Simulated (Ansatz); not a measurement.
Species: C2H3 (charge 0, doublet). It need not be the lowest isomer of its formula. SMILES: [CH]=C
Geometry from a B3LYP-D3(BJ)/def2-TZVP (Ansatz, a quantum-chemistry and plane-wave program) optimisation:
```
C
C 1 1.3014
H 2 1.0786 1 138.61
H 1 1.0866 2 122.29 3 -180.00
H 1 1.0922 4 115.87 2 -180.00
```
Charge 0, spin multiplicity 2.

Task: Give the harmonic wavenumbers at B3LYP-D3(BJ)/def2-TZVP (Ansatz, finite differences of forces, unscaled).

Result: 712, 819, 927, 1050, 1396, 1654, 3046, 3141, 3243 cm⁻¹. Zero-point energy 22.9 kcal/mol.

Task: From these and the geometry, give the ideal-gas thermochemistry at 298.15 K and 1 atm (rigid rotor, harmonic oscillator).

Result: Point group Cs, rotational symmetry number 1. Rotational constants 237.9, 32.79, 28.82 GHz. S(trans) 35.82, S(rot) 17.91, S(vib) 0.71, S(elec, spin only) 1.38, S 55.8 cal/(mol K). H(298) - H(0) 2.54 kcal/mol; G - E(el) 8.8 kcal/mol.
